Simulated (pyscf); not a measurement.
This saddle point was located with ωB97X-D3(BJ)/def2-SVP in PySCF.

```xyz
6

Se     0.5731     1.5491     0.2820
Sn    -1.4128     0.2499     0.4127
Cl    -0.1763    -1.2054    -1.3984
Cl    -3.4344     0.6735    -0.6242
Cl    -1.9418    -1.3387     2.0058
H      0.5858    -0.0759    -0.9660
```

Surface: singlet, charge 0. Lowest wavenumbers (cm⁻¹): 399i, 66, 86, 109, 120.

Question: Which two sides does it connect, and which bonds change?

Answer: Cl–Sn(Cl)(Cl)–SeH <-> Cl–Sn(Cl)=Se + HCl, an elimination read from left to right: H–Se, Cl–Sn broken and Cl–H formed. At ωB97M-D3(BJ)/def2-TZVP it lies +36.7 kcal/mol from the left side and -2.8 kcal/mol from the right (each side as separated species at their lowest minima found). On the product side the descent ends in a bound adduct, 8.2 kcal/mol under the separated species and 2.5 kcal/mol under the saddle at ωB97X-D3(BJ)/def2-TZVP. At ωB97M-D3(BJ) the saddle lies under the separated products, which points to a path from their complex (located at ωB97X-D3(BJ) alone), and parting the products costs more than the saddle. This is the saddle that the search found; another between the same sides may lie lower. Elements up to Kr have no core potential and no relativistic terms here. Elements past Kr carry the def2 core potentials, without spin-orbit coupling.
